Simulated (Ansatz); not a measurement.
`B[SiH2]F` → B• + F• + 4 H• + Si•  (atomization)

Computed with Ansatz on PBE0-D4/def2-TZVP structures; ΔE is electronic, products minus reactants. CCSD(T)/CBS adds triple-zeta CCSD(T) − MP2 to the extrapolated MP2 energy (def2 sets, frozen cores). This one scheme is used for every species, atoms too. DFT in def2-TZVPP. B3LYP here is the variant with VWN-RPA as its local correlation; programs differ in this. HSE06 is defined as in plane-wave codes. No spin–orbit coupling; open shells (•) take unrestricted orbitals. Spin–orbit coupling would lower the free atoms: a little for B, F, Si.

CCSD(T)/CBS gives +2279.6 kJ/mol.

(1) Another level gave +2273.9 kJ/mol. Which?
A. HSE06/def2-TZVPP
B. r2SCANh-D4/def2-TZVPP
C. PBE0-D4/def2-TZVPP
D. B3LYP/def2-TZVPP

Largest T1 diagnostic among the species: 0.014.

## Answers

(1) B. r2SCANh-D4 2273.9, B3LYP 2268.2, HSE06 2248.2, PBE0-D4 2254.4 kJ/mol.

Leaving LDA and LC-ωPBE aside and taking each functional with its dispersion term where it has one, the values, not all of them listed here, spread over 68.9 kJ/mol, from revPBE-D4 to CAM-B3LYP-D4. LDA lies +264.4 kJ/mol from PBE without D4, its usual overbinding. In def2-TZVPP, CCSD(T) changes the Hartree–Fock value by +437.3 kJ/mol (the triples alone add +18.4 kJ/mol) and MP2 by +459.0 kJ/mol; breaking electron pairs costs correlation energy, which Hartree–Fock lacks. From BLYP to BHLYP (50 % exact exchange), in def2-TZVPP and without D4, ΔE moves by −8.4 kJ/mol: exact exchange takes away binding that semilocal exchange gives to molecules.

For atomizations the MP2-based limit and the directly extrapolated one differ by several kJ/mol either way, and by 10 to 25 for some Ge, Se and Sn compounds, so smaller differences from it don't rank the levels.
